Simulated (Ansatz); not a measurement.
Relaxation of H₄NOP (7 atoms, charge 0, multiplicity 1), to a largest force component of 0.02 eV/Å in at most 50 steps.

The calculation used RKS PBE-D4/STO-3G in Ansatz.

```xyz
7
Properties=species:S:1:pos:R:3
N -0.560 0.287 -0.581
P 0.112 0.201 0.931
O 1.464 -0.360 0.315
H -0.197 1.187 -1.063
H -1.613 0.471 -0.514
H -0.458 -1.007 1.360
H 0.657 1.299 1.607
```

Question: Where does it end, and by what steps?

Answer: The forces met the threshold. Limits of this set-up: minimal basis. After 16 steps the energy has fallen by 3.333 eV; H5 moved furthest, 1.45 Å.

```json
{"step": "0", "energy less start (eV)": "0.0000", "largest force component (eV/Å)": "6.536", "accepted": "yes"}
{"step": "1", "energy less start (eV)": "-2.1711", "largest force component (eV/Å)": "3.773", "accepted": "yes"}
{"step": "2", "energy less start (eV)": "-2.8811", "largest force component (eV/Å)": "1.112", "accepted": "yes"}
{"step": "3", "energy less start (eV)": "-3.0562", "largest force component (eV/Å)": "0.957", "accepted": "yes"}
{"step": "4", "energy less start (eV)": "-3.1234", "largest force component (eV/Å)": "1.197", "accepted": "yes"}
{"step": "5", "energy less start (eV)": "-3.1457", "largest force component (eV/Å)": "0.926", "accepted": "yes"}
{"step": "6", "energy less start (eV)": "-3.1602", "largest force component (eV/Å)": "0.608", "accepted": "yes"}
{"step": "7", "energy less start (eV)": "-3.1858", "largest force component (eV/Å)": "0.372", "accepted": "yes"}
{"step": "8", "energy less start (eV)": "-3.2153", "largest force component (eV/Å)": "0.245", "accepted": "yes"}
{"step": "9", "energy less start (eV)": "-3.2008", "largest force component (eV/Å)": "1.369", "accepted": "no"}
{"step": "10", "energy less start (eV)": "-3.2337", "largest force component (eV/Å)": "0.220", "accepted": "yes"}
{"step": "11", "energy less start (eV)": "-3.2559", "largest force component (eV/Å)": "0.240", "accepted": "yes"}
{"step": "12", "energy less start (eV)": "-3.2769", "largest force component (eV/Å)": "0.658", "accepted": "yes"}
{"step": "13", "energy less start (eV)": "-3.3170", "largest force component (eV/Å)": "0.460", "accepted": "yes"}
{"step": "14", "energy less start (eV)": "-3.3232", "largest force component (eV/Å)": "0.388", "accepted": "yes"}
{"step": "15", "energy less start (eV)": "-3.3328", "largest force component (eV/Å)": "0.039", "accepted": "yes"}
{"step": "16", "energy less start (eV)": "-3.3329", "largest force component (eV/Å)": "0.006", "accepted": "yes"}
```

```xyz
7
Properties=species:S:1:pos:R:3
N -1.019 0.594 -0.367
P 0.341 0.071 0.816
O 1.868 0.177 0.440
H -0.739 0.070 -1.268
H -0.693 1.584 -0.651
H -0.208 -1.234 1.126
H -0.145 0.816 1.960
```

Whether the end is a true minimum wasn't checked by a vibrational analysis.

Time of the run: 23 s on 1 thread of Intel(R) Xeon(R) Processor @ 2.70GHz (shared host), peak memory 0.12 GiB.
